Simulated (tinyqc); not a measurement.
Geometry optimisation on the UHF/sto-3g surface (energies and gradients from PySCF), for CH, spin multiplicity 4, step by step. One step of it, computed by the program tinyqc.

Problem. Step 1: move. Quasi-Newton step p = -H^(-1) g (first H = 1 times the unit matrix); steps longer than 0.5 bohr are cut back.

positions at the start (bohr):
```
           x         y         z
1C  0.000000  0.000000  0.000000
2H  0.000000  0.000000  2.008779
```

gradient (hartree/bohr):
```
             x           y            z
1C  0.00000000  0.00000000   0.01334040
2H  0.00000000  0.00000000  -0.01334040
```

Give: positions after step 1.

Solution.

positions after step 1 (bohr):
```
         x       y        z
1C  0.0000  0.0000  -0.0133
2H  0.0000  0.0000   2.0221
```
